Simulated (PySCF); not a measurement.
How the functional moves excitation energies

2,3-hexadiene, C6H10.
Structure used (PBE0-D3(BJ)/def2-SVP), in Å, numbered top down from 1:
```
atom  x, y, z in Å
C1     3.0810   -0.1690    0.7305
C2     1.8681    0.5625    0.2360
C3     0.6976    0.0178    0.0053
C4    -0.4702   -0.5390   -0.2072
C5    -1.5775   -0.6524    0.8058
C6    -2.8379    0.0945    0.3842
H7     2.8690   -1.2349    0.8915
H8     3.4393    0.2602    1.6806
H9     3.9111   -0.0867    0.0096
H10    1.9774    1.6401    0.0499
H11   -0.6790   -0.9372   -1.2108
H12   -1.8177   -1.7210    0.9499
H13   -1.2198   -0.2795    1.7780
H14   -3.6422   -0.0304    1.1253
H15   -2.6396    1.1716    0.2745
H16   -3.2157   -0.2724   -0.5835
```

Linear-response calculations in the def2-SVPD basis (PySCF; singlets by full response, triplets Tamm–Dancoff, core orbitals frozen in the response; HF means time-dependent Hartree–Fock). 'Strongest' is the level of largest summed f among the singlets computed (10 roots, of which the last may lack a degenerate partner); it can jump between rows when another state enters that window. S1 is the lowest singlet of each run and needn't be the same state throughout; f(S1) is that of one state. The structure is a single PBE0-D3(BJ)/def2-SVP conformer in the gas phase; no vibrational or solvent corrections.

```json
{"functional": "LDA", "kind": "LDA", "S1 (eV)": "5.43", "f(S1)": "0.002", "strongest (eV)": "7.12", "T1 (eV)": "4.72", "HOMO (eV)": "-6.07", "gap (eV)": "5.35", "ionisation energy, ΔSCF (eV)": "9.11"}
{"functional": "PBE", "kind": "GGA", "S1 (eV)": "5.45", "f(S1)": "0.002", "strongest (eV)": "7.11", "T1 (eV)": "4.50", "HOMO (eV)": "-5.94", "gap (eV)": "5.38", "ionisation energy, ΔSCF (eV)": "8.92"}
{"functional": "B3LYP", "kind": "global hybrid, 20% exact exchange", "S1 (eV)": "5.64", "f(S1)": "0.001", "strongest (eV)": "7.40", "T1 (eV)": "4.51", "HOMO (eV)": "-6.87", "gap (eV)": "6.95", "ionisation energy, ΔSCF (eV)": "9.06"}
{"functional": "PBE0", "kind": "global hybrid, 25% exact exchange", "S1 (eV)": "5.73", "f(S1)": "0.001", "strongest (eV)": "7.64", "T1 (eV)": "4.43", "HOMO (eV)": "-7.08", "gap (eV)": "7.42", "ionisation energy, ΔSCF (eV)": "9.03"}
{"functional": "BHandHLYP", "kind": "global hybrid, 50% exact exchange", "S1 (eV)": "5.89", "f(S1)": "0.000", "strongest (eV)": "7.61", "T1 (eV)": "4.39", "HOMO (eV)": "-8.10", "gap (eV)": "9.14", "ionisation energy, ΔSCF (eV)": "8.95"}
{"functional": "CAM-B3LYP", "kind": "range-separated hybrid", "S1 (eV)": "5.83", "f(S1)": "0.001", "strongest (eV)": "7.56", "T1 (eV)": "4.49", "HOMO (eV)": "-8.41", "gap (eV)": "9.58", "ionisation energy, ΔSCF (eV)": "9.14"}
{"functional": "wB97X-D", "kind": "range-separated hybrid", "S1 (eV)": "5.87", "f(S1)": "0.000", "strongest (eV)": "7.66", "T1 (eV)": "4.58", "HOMO (eV)": "-8.92", "gap (eV)": "10.97", "ionisation energy, ΔSCF (eV)": "9.09"}
{"functional": "LC-wPBE", "kind": "range-separated hybrid", "S1 (eV)": "6.05", "f(S1)": "0.000", "strongest (eV)": "7.88", "T1 (eV)": "4.37", "HOMO (eV)": "-9.77", "gap (eV)": "12.06", "ionisation energy, ΔSCF (eV)": "9.20"}
{"functional": "HF", "kind": "Hartree–Fock", "S1 (eV)": "6.24", "f(S1)": "0.000", "strongest (eV)": "7.80", "T1 (eV)": "3.90", "HOMO (eV)": "-9.63", "gap (eV)": "12.29", "ionisation energy, ΔSCF (eV)": "not settled"}
```

S1 runs from 5.43 eV (LDA) to 6.24 eV (HF), a spread of 0.80 eV, while the orbital gap spreads over 6.9 eV. Along PBE (0%), B3LYP (20%), PBE0 (25%), BHandHLYP (50%), HF (100%) S1 rises with the share of exact exchange. −ε(HOMO) comes closest to its own ΔSCF ionisation energy with wB97X-D (-0.16 eV) and misses most with LDA (-3.03 eV). 'Not settled' means that the ion's SCF failed to converge or may have ended in another state than the lowest.
